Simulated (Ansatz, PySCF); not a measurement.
System: H$_{2}$O$_{2}$, charge 0, singlet. H2O2 (hydrogen peroxide, SMILES OO).
B3LYP-D3(BJ)/def2-TZVP minimum from Ansatz (a quantum-chemistry and plane-wave program):
```xyz
4

O      0.0155     0.7238    -0.0702
O     -0.0112    -0.7261    -0.0419
H      0.8057     0.8967     0.4614
H     -0.8394    -0.8786     0.4355
```
Charge 0, spin multiplicity 1.

Property: enthalpy of formation at 298 K (by atomisation, with ideal-gas terms from PySCF's Hessian at B3LYP-D3(BJ)/def2-TZVP and the atoms' measured values of the G2/97 table; no spin-orbit terms), in kcal/mol. UHF or UKS for unpaired electrons; spin-orbit terms are left out. CBS(X,Y): correlation extrapolated as X^-3, Hartree-Fock from the larger set (Q,5: extrapolated as (X+1)exp(-9√X)). A bracket is a step between two methods taken in the basis named. The functionals are non-relativistic, so their misses hold any scalar relativity. Double hybrids freeze cores in their MP2 part. '+ core + X2C': CCSD(T) terms for core correlation (cc-pwCVTZ) and scalar relativity (cc-pVTZ-DK). Where a partner has so few electrons that a lower coupled-cluster level is exact, that level stands in.

Measured: -32.4 kcal/mol, -135.4 kJ/mol (Active Thermochemical Tables 1.112 (ions: stationary electron), as tabulated in the package chemicals); atomic spin-orbit terms, which the calculations lack, would raise the computed values.

Problem. How far off this value is PBE/def2-TZVPD (Ansatz), in which direction, and which of these levels come nearer: r2SCAN/def2-TZVPD, PBE0/def2-TZVPD, wB97M-V/def2-TZVPD, B2PLYP/def2-TZVPD, CCSD(T)/CBS(cc-pVQZ,cc-pV5Z) + core + X2C?

Solution. PBE gives -44.3 kcal/mol, 11.9 kcal/mol below it. Errors of the others: r2SCAN/def2-TZVPD (Ansatz) 2.4; PBE0/def2-TZVPD (Ansatz) 7.1; wB97M-V/def2-TZVPD (Ansatz) 1.1; B2PLYP/def2-TZVPD (Ansatz) 7.0; CCSD(T)/CBS(cc-pVQZ,cc-pV5Z) + core + X2C (Ansatz) -0.2; CCSD(T)/CBS(cc-pVQZ,cc-pV5Z) + [CCSDT(Q) - CCSD(T)]/cc-pVTZ + [CCSDTQ - CCSDT(Q)]/cc-pVDZ + core + X2C (Ansatz) -0.5 kcal/mol. Nearer than PBE: r2SCAN/def2-TZVPD, PBE0/def2-TZVPD, wB97M-V/def2-TZVPD, B2PLYP/def2-TZVPD, CCSD(T)/CBS(cc-pVQZ,cc-pV5Z) + core + X2C, CCSD(T)/CBS(cc-pVQZ,cc-pV5Z) + [CCSDT(Q) - CCSD(T)]/cc-pVTZ + [CCSDTQ - CCSDT(Q)]/cc-pVDZ + core + X2C.
